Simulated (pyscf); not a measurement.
**Substitution at C: F–CH₂–F (SMILES FCF) + H• (SMILES [H]) → F–CH₂–F (SMILES FCF) + H• (SMILES [H])**

Gas phase, doublet surface, charge 0. Bonds broken: C2–H4. Bonds formed: C2–H6. Single points on ωB97X-D3(BJ)/def2-SVP structures (PySCF, gas phase). MP2 and CC: frozen core, UHF for open shells. ΔMP2 is the change of the MP2 total energy from the triple- to the quadruple-zeta basis.

Transition state (Å):

```xyz
6

F     -0.7465     0.0531     1.1899
C     -1.3366    -0.1339    -0.0676
F     -0.9607    -1.2714    -0.7966
H     -2.3283    -0.6487     0.3813
H     -2.1204     0.6391    -0.4963
H     -0.5556     0.5874    -0.6340
```

One imaginary mode, 764i cm⁻¹; descent along it reached the two sides named.

```tsv
bond	change	reactant side (Å)	saddle	product side
C2–H4	breaks	1.105	1.204	3.6
C2–H6	forms	3.6	1.205	1.104
```

Electronic energies relative to the separated reactants (kcal/mol):

```json
[
 {"level": "ωB97X-D3(BJ)/def2-TZVP", "barrier": "53.6", "reaction energy": "0.0", "reverse barrier": "53.6"},
 {"level": "PBE/def2-TZVP", "barrier": "42.8", "reaction energy": "0.0", "reverse barrier": "42.8"},
 {"level": "r²SCAN/def2-TZVP", "barrier": "45.4", "reaction energy": "0.0", "reverse barrier": "45.4"},
 {"level": "B3LYP-D3(BJ)/def2-TZVP", "barrier": "48.1", "reaction energy": "0.0", "reverse barrier": "48.1"},
 {"level": "PBE0-D3(BJ)/def2-TZVP", "barrier": "49.3", "reaction energy": "0.0", "reverse barrier": "49.3"},
 {"level": "M06-2X/def2-TZVP", "barrier": "55.4", "reaction energy": "0.0", "reverse barrier": "55.4"},
 {"level": "ωB97M-D3(BJ)/def2-TZVP", "barrier": "52.2", "reaction energy": "0.0", "reverse barrier": "52.2"},
 {"level": "HF/def2-TZVP", "barrier": "80.1", "reaction energy": "0.0", "reverse barrier": "80.1"},
 {"level": "MP2/def2-QZVPP", "barrier": "59.2", "reaction energy": "0.0", "reverse barrier": "59.2"},
 {"level": "CCSD/def2-TZVPP", "barrier": "59.0", "reaction energy": "0.0", "reverse barrier": "59.0"},
 {"level": "CCSD(T)/def2-TZVPP", "barrier": "56.8", "reaction energy": "0.0", "reverse barrier": "56.8"},
 {"level": "CCSD(T)/def2-TZVPP + ΔMP2(QZVPP)", "barrier": "55.8", "reaction energy": "0.0", "reverse barrier": "55.8"}
]
```

With CCSD(T)/def2-TZVPP + ΔMP2(QZVPP) energies and thermal terms (ideal gas, 1 atm, RRHO with modes under 100 cm⁻¹ raised to 100, one conformer, R ln 2 for chiral ones without a mode under 150 cm⁻¹), in kcal/mol:

```tsv
T (K)	ΔH‡	ΔG‡	ΔH	ΔG
298	53.3	60.3	0.0	0.0
600	52.9	67.5	0.0	0.0
900	52.7	74.9	0.0	0.0
1200	52.6	82.3	0.0	0.0
```

The same reactants have a lower exit, to F–CH•–F + H₂ (barrier +11.6 kcal/mol at ωB97M-D3(BJ)/def2-TZVP, against +52.2 kcal/mol here). This is the saddle that the search found; another between the same sides may lie lower. The angle at the attacked C is 165°. The CCSD(T) − MP2 part came from Ansatz, without density fitting, on the same reference.
